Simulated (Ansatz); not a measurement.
A trace of molecular dynamics of BFH$_{4}$S (7 atoms, charge 0, multiplicity 1).

Computed with RKS LDA/def2-SVP (Ansatz).

```json
{
 "ensemble": "NVE (velocity Verlet)",
 "starting velocities drawn for": "100 K",
 "seed": "10100"
}
```

```csv
time (fs),T (K),potential energy less start (eV),conserved less start (meV/atom)
0,100,0.000,0.00
4,36,0.042,0.06
8,51,0.032,0.02
12,62,0.024,0.02
16,48,0.034,0.06
20,113,-0.009,0.01
24,159,-0.038,0.05
28,262,-0.104,0.04
32,438,-0.218,0.02
36,618,-0.334,0.05
40,779,-0.438,0.01
44,832,-0.473,0.03
48,889,-0.510,0.05
52,969,-0.561,0.01
56,984,-0.571,0.05
60,1039,-0.607,0.01
64,981,-0.569,0.01
68,831,-0.472,0.06
72,830,-0.472,0.01
76,767,-0.431,0.04
80,756,-0.423,0.06
84,883,-0.506,0.00
88,904,-0.519,0.05
92,877,-0.502,0.03
96,904,-0.519,0.03
100,915,-0.527,0.04
```

Task: Is this trajectory sound?

Result: The conserved energy stayed within 0.066 meV per atom of its start (net change 0.041 meV per atom), so the integration is sound. The kinetic energy rose, since the run started high on the potential surface and went downhill. It ends in pieces (BFH2S + H2), so much of that is their flight and rotation, not heat. A run of 0.1 ps of so small a system gives no equilibrium averages. The orbitals stay closed-shell, which can raise the energy where a bond breaks towards radicals; this wasn't checked here. The time step was 0.5 fs.

Time of the run: 2.8 min on 1 thread of Arm Neoverse V1 (shared host), peak memory 0.1 GiB.
